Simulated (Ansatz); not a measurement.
# PHF2 (quintet): from Hartree-Fock to the top rungs, def2-QZVPP

An exercise on one series of results from a longer session: the logs are not shown, and one member is left open.

Method: def2-QZVPP, core rule «outside noble gas», up to 7 orbitals frozen; program: Ansatz 0.2.0, Gaussian basis.

The runs, in order: UHF; ROHF; CCSD(T) on UHF.

2 further runs of the same task are left out: 2 set aside as unsound or not needed.

## The geometry

The geometry is a PBE0/def2-TZVP stationary point (not a proven minimum) of the parent state, kept for this charge and spin.

4 atoms, charge 0, spin multiplicity 5.

Atoms are counted from 1 here; the program's logs count them from 0.

Bond lengths: F1–P2 1.632 Å, P2–F3 1.632 Å, P2–H4 1.402 Å. Angles: F1–P2–F3 164.9°, F1–P2–H4 97.6°, F3–P2–H4 97.6°.

Geometry (Å):

```
F     0.0000   -0.1184    1.6178
P     0.0000    0.0965    0.0000
F     0.0000   -0.1184   -1.6178
H     0.0000    1.4986    0.0000
```

Set-up of the first run:

File in.yaml:

```yaml
crystal:
  periodic: [false, false, false]
  atoms:
    - {symbol: F, position_ang: [0.000000, -0.118388, 1.617771]}
    - {symbol: P, position_ang: [0.000000, 0.096465, 0.000000]}
    - {symbol: F, position_ang: [0.000000, -0.118388, -1.617771]}
    - {symbol: H, position_ang: [0.000000, 1.498583, 0.000000]}
basis:
  gaussian: {orbitals: "def2-QZVPP.json"}
magnetization: {spin_polarized: true, initial_magnetization: 4}
hamiltonian: {xc: hf}
output: {orbitals: {seedname: orbitals}}
```

On the command line:

```console
$ ansatz run in.yaml --threads 1 --pin off --events-out ev --progress --plain --max-ram 2393MiB
```

Steps of the session up to this table: UHF; ROHF; CCSD(T) on UHF.

One of the session's tables, all rows but one given; the rest of the session is left out.

It belongs to the step «Misses and costs». 

```
  method  from UCCSD(T) (kcal/mol)
    ROHF                   +451.13
     UHF                   +445.11
    UMP2                         ?
   UCCSD                    +17.76
UCCSD(T)                         0
```

Estimate the missing values for UMP2.

**Answer.** from UCCSD(T) (kcal/mol): +22.97. In the column «from UCCSD(T) (kcal/mol)» it lies between UCCSD (+17.76) and UHF (+445.11).
